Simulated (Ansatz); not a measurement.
A calculation with Ansatz (development build ahead of 0.2.0).

```yaml
crystal:
  periodic: [false, false, false]
  atoms:
    - { symbol: Li, position_ang: [0.0, 0.0, 0.0] }
    - { symbol: "N", position_ang: [0.0, 0.0, 1.98] }
    - { symbol: H, position_ang: [0.945, 0.0, 2.36] }
    - { symbol: H, position_ang: [-0.4725, 0.81839, 2.36] }
    - { symbol: H, position_ang: [-0.4725, -0.81839, 2.36] }
basis:
  gaussian: { orbitals: def2-SVP }
magnetization:
  spin_polarized: true
  initial_magnetization: 1
hamiltonian:
  xc: pbe0
output:
  forces: true
```

The input is written out in the form of the current development build from the run's settings.

Output:

```
Converged                       : yes
Total energy                    : -63.93407 hartree
Spin squared of the determinant : 0.750
Stability test                  : minimum
```

Forces (eV/Å):
```
atom      Fx      Fy      Fz
 Li1   0.000   0.000  -0.118
  N2   0.000   0.000  -0.287
  H3   0.190   0.000   0.135
  H4  -0.095   0.165   0.135
  H5  -0.095  -0.165   0.135
```
